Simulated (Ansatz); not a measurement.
Which YAML input does this script hand to the engine? (the Ansatz DFT code, driven from Python)

Script `ch4aln.py`:
```python
import ansatz as az
import numpy as np


def main() -> None:
    geometry_ang = [
        ("C", (-1.2071, -0.2632, -0.6687)),
        ("N", (-0.2008, -0.8332, -0.2915)),
        ("Al", (1.1808, 0.062, 0.6125)),
        ("H", (-1.9585, -0.7575, -1.203)),
        ("H", (-1.3891, 0.8376, -0.5188)),
        ("H", (1.1022, 1.6394, 0.933)),
        ("H", (2.5336, -0.7532, 1.0908)),
    ]
    geometry = az.Crystal.molecule()
    for symbol, xyz in geometry_ang:
        geometry = geometry.atom(symbol, xyz)

    calculation = (
        geometry.calculation()
        .basis(gaussian="cc-pVDZ")
        .functional("cam_b3lyp")
    )
    symbols = [site.symbol for site in geometry.cartesian_sites]
    start = np.array([site.position_ang for site in geometry.cartesian_sites], dtype=float)
    data = calculation.relax(force_tolerance=0.01).run(threads=1, backend="cpu").report
    end = np.array(data["positions_ang"])

    print(f"E = {data['free_energy_ev']:.6f} eV = {data['free_energy_ev'] / 27.211386246:.7f} Ha")
    print("converged:", data["converged"], " doubts:", data["published_state_doubts"] or "none")

    print("bond        before    after (A)")
    for i, j in [(0, 1), (0, 3), (0, 4), (1, 2), (2, 5), (2, 6)]:
        d0, d1 = (np.linalg.norm(xyz[i] - xyz[j]) for xyz in (start, end))
        print(f"{symbols[i]}{i}-{symbols[j]}{j}".ljust(10), f"{d0:8.4f} {d1:8.4f}")
    with open("ch4aln_opt.xyz", "w") as handle:
        handle.write(f"{len(symbols)}\nrelaxed CH4AlN\n")
        handle.writelines(f"{s:2s} {x:11.6f} {y:11.6f} {z:11.6f}\n" for s, (x, y, z) in zip(symbols, end))


if __name__ == "__main__":
    main()
```

```console
$ python ch4aln.py
E = -9187.196439 eV = -337.6232418 Ha
converged: True  doubts: none
bond        before    after (A)
C0-N1        1.2165   1.2493
C0-H3        1.0461   1.1087
C0-H4        1.1258   1.1087
N1-Al2       1.8781   1.7689
Al2-H5       1.6115   1.5789
Al2-H6       1.6503   1.5789
```

`input.yaml`:
```yaml
crystal:
  periodic: [false, false, false]
  atoms:
    - { symbol: C, position_ang: [-1.2071, -0.2632, -0.6687] }
    - { symbol: "N", position_ang: [-0.2008, -0.8332, -0.2915] }
    - { symbol: Al, position_ang: [1.1808, 0.062, 0.6125] }
    - { symbol: H, position_ang: [-1.9585, -0.7575, -1.203] }
    - { symbol: H, position_ang: [-1.3891, 0.8376, -0.5188] }
    - { symbol: H, position_ang: [1.1022, 1.6394, 0.933] }
    - { symbol: H, position_ang: [2.5336, -0.7532, 1.0908] }
basis:
  gaussian:
    orbitals: cc-pVDZ
hamiltonian:
  xc: cam_b3lyp
relax:
  f_tol: 0.01
```

What to keep in mind:
- Total energies depend on the basis set; only differences at equal settings carry meaning.
- The end point is the stationary point reached from this start; no frequency run checks that it is a minimum, and the basis set is modest.
- The whole script took 32 s on 1 thread of Arm Neoverse V2, on a shared host, peak memory 0.22 GiB.

(Lines on the test bed's own set-up are left out of the output.)
